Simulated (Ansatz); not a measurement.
Pyrite PtSb2, treated with revPBE in Ansatz (PAW).

Numerical settings: plane-wave cutoff 520 eV, 6×6×6 k mesh, Fermi–Dirac smearing 0.01 eV, scalar-relativistic PAW data made under PBE.

A third-order Birch–Murnaghan fit to the energies gives V0 = 23.781 Å³/atom, B0 = 99.2 GPa, B′ = 5.4.

```
V (Å³/atom)  P (GPa)
-----------  -------
22.827             …
23.303             …
23.779          0.01
24.254             …
24.730             …
```

Estimate the withheld pressures from this fit; the answers are the runs' own values.


- 22.827, P (GPa): 4.53
- 23.303, P (GPa): 2.13
- 24.254, P (GPa): -1.85
- 24.730, P (GPa): -3.50

The formula P = (3/2) B0 (x^(7/3) − x^(5/3)) [1 + (3/4)(B′ − 4)(x^(2/3) − 1)] with x = V0/V meets the computed pressures within 0.01 GPa when these rounded values are put in.

Shape and atoms are relaxed at each volume.

Measured, for comparison: equilibrium volume per atom 22.26 Å³/atom (temperature not stated, not corrected to a static lattice; as tabulated in Saeed et al. (2013), arXiv:1402.4256). Computed (rounded) less measured: equilibrium volume per atom +6.8 %.

Note: the gap of the solid is closed in this run; this level leaves the solid without a gap, although one is measured; the bulk modulus comes from volumes at which shape and atoms were relaxed.

Spin–orbit coupling is not included; it can open a gap where bands touch, and shift volumes and moduli.

Cost on a shared machine: around 9 core-minutes (rough).

Ansatz is a program for electronic structure.
